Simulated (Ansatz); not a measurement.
Input file for C$_{4}$H$_{4}$N$_{2}$ (`c1cncnc1`):

```yaml
crystal:
  periodic: [false, false, false]
  atoms:
    - {symbol: C, position_ang: [0.712578, -0.360766, -0.804824]}
    - {symbol: C, position_ang: [-0.140176, -1.228163, -0.144025]}
    - {symbol: N, position_ang: [-0.978632, -0.816555, 0.800055]}
    - {symbol: C, position_ang: [-0.951301, 0.481638, 1.074510]}
    - {symbol: N, position_ang: [-0.181540, 1.403950, 0.510432]}
    - {symbol: C, position_ang: [0.649105, 0.970504, -0.430774]}
    - {symbol: H, position_ang: [1.392894, -0.705208, -1.573281]}
    - {symbol: H, position_ang: [-0.153391, -2.289488, -0.377761]}
    - {symbol: H, position_ang: [-1.634300, 0.827424, 1.845888]}
    - {symbol: H, position_ang: [1.284764, 1.716673, -0.900228]}
basis:
  gaussian: {orbitals: def2-SVP}
correlation: {method: ccsd_t}
```

```sh
$ ansatz run in.yaml --threads 4 --pin off --events-out ev --progress --plain --max-ram 10444MiB
```

The program prints (abridged):

```
Functional definition: HF
1074 factors; integrals over basis functions are off by at most 1.5e-3 eV
mean field evaluation 1: about -7139.9485 eV, gradient 3.1e1 eV
mean field evaluation 2: about -7139.9590 eV, gradient 3.1e1 eV
mean field evaluation 4: about -7142.7264 eV, gradient 4.0e0 eV
mean field evaluation 8: about -7142.7768 eV, gradient 1.4e-1 eV
mean field evaluation 16: about -7142.7632 eV, gradient 9.1e-1 eV
mean field -7142.77698149 eV, -262.4922125216 hartree, gradient 1.3e-6 eV, S^2 0.000000; 0 other end points of the search recorded, 0 dependent functions left out; unrestricted orbitals would lower it
6 core orbitals not correlated: weight in the atoms' cores, before any rotation towards them, 1.000 or more for the frozen orbitals, at most 0.000 for the correlated occupied ones
reference -7142.77698149 eV, -262.4922125216 hartree; 15, 15 occupied and 83, 83 virtual orbitals, 1074 factors
second order -22.47494533 eV of doubles, -0.00000000 eV of singles
cycle   1  -22.42327828 eV  change    5.2e-2 eV  update   1.2e-1
cycle   2  -23.10707849 eV  change   -6.8e-1 eV  update   3.9e-2
cycle   3  -23.26635165 eV  change   -1.6e-1 eV  update   2.0e-2
cycle   4  -23.26050850 eV  change    5.8e-3 eV  update   5.7e-3
cycle   5  -23.26221342 eV  change   -1.7e-3 eV  update   2.8e-3
cycle   6  -23.26241105 eV  change   -2.0e-4 eV  update   6.7e-4
cycle   7  -23.26204772 eV  change    3.6e-4 eV  update   2.9e-4
cycle   8  -23.26199693 eV  change    5.1e-5 eV  update   8.3e-5
cycle   9  -23.26198247 eV  change    1.4e-5 eV  update   2.8e-5
perturbative correction -1.02529501 eV, -0.0376788966 hartree
Total energy: -7167.06425897 eV, -263.3847535065 hartree
```

Run time 3.3 s (4 threads of an Intel Xeon Platinum 8488C on a shared host); peak host memory 0.53 GiB.

Correlation energy per correlated electron: -0.810 eV. T1 diagnostic: 0.0143.
